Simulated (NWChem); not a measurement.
Species: C4H6; SMILES CC#CC

```xyz
10

C      2.0453    -0.1008    -0.2332
C      0.6016    -0.0295    -0.0676
C     -0.6018     0.0285     0.0667
C     -2.0453     0.1005     0.2333
H      2.5013     0.9018    -0.2121
H      2.3136    -0.5681    -1.1939
H      2.5125    -0.6948     0.5682
H     -2.5722    -0.3320    -0.6320
H     -2.3831     1.1434     0.3409
H     -2.3718    -0.4490     1.1303
```
Atoms are numbered in this order, from 1.

All runs: NWChem. Structure relaxed at the PBE0/def2-SVP level. Isolated, static molecule.

GIAO at PBE0/pcSseg-1: principal shieldings of C2 are 20.0, 20.1, 273.7 ppm; an isolated tetramethylsilane molecule has σ = 184.4 ppm at the same levels.

Problem. Find the isotropic 13C shift, its principal values, the span and the skew.

Solution. 
1. σ(iso) = one third of the sum = 104.6 ppm.
2. δ = σ(reference) − σ = 79.8 ppm against tetramethylsilane.
3. δ11, δ22, δ33 = 164.4, 164.3, -89.3 ppm.
4. Span Ω = δ11 − δ33 = 253.7 ppm; skew κ = 3(δ22 − δ(iso))/Ω = 1.00.
